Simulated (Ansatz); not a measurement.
Relaxation of C$_{2}$H$_{4}$FNO (9 atoms, charge 0, multiplicity 1), to a largest force component of 0.02 eV/Å in at most 40 steps.

These are results of RKS r2SCANh-D4/STO-3G (Ansatz), not measurements.

```xyz
9
Properties=species:S:1:pos:R:3:forces:R:3
F -0.860 1.653 0.119 -3.76 3.68 2.06
C 0.005 0.892 -0.461 3.16 -1.16 -3.50
N 0.715 0.096 0.503 7.85 2.92 6.05
C -0.270 -0.861 0.398 -5.30 -3.13 0.44
O -0.535 -0.362 -0.945 -4.03 -1.63 -3.95
H 0.629 1.406 -1.214 0.30 0.60 -0.60
H 1.612 -0.275 0.083 -0.47 0.31 0.16
H -0.002 -1.904 0.404 0.41 -1.30 0.26
H -1.206 -0.692 1.095 1.84 -0.30 -0.91
```

Where does it end, and by what steps?

The run converged. Limits of this set-up: minimal basis. After 9 steps the energy has fallen by 1.658 eV; F1 moved furthest, 0.62 Å.

| step | energy less start (eV) | largest force component (eV/Å) | accepted |
| --- | --- | --- | --- |
| 0 | 0.0000 | 7.854 | yes |
| 1 | -1.4132 | 2.142 | yes |
| 2 | -1.5858 | 0.665 | yes |
| 3 | -1.6228 | 0.505 | yes |
| 4 | -1.6413 | 0.329 | yes |
| 5 | -1.6184 | 0.568 | no |
| 6 | -1.6529 | 0.106 | yes |
| 7 | -1.6569 | 0.102 | yes |
| 8 | -1.6574 | 0.037 | yes |
| 9 | -1.6576 | 0.018 | yes |

```xyz
9
Properties=species:S:1:pos:R:3
F -0.598 2.116 -0.196
C -0.008 0.911 -0.497
N 0.609 0.205 0.731
C -0.332 -0.951 0.376
O -1.008 -0.176 -0.692
H 0.683 1.041 -1.381
H 1.586 -0.095 0.442
H 0.174 -1.866 -0.008
H -1.017 -1.231 1.207
```

Whether the end is a true minimum wasn't checked by a vibrational analysis.

The run took 25 s on 1 thread of Intel(R) Xeon(R) Platinum 8259CL CPU @ 2.50GHz (Skylake/Cascade Lake), with other jobs on the host, peak memory 0.16 GiB.
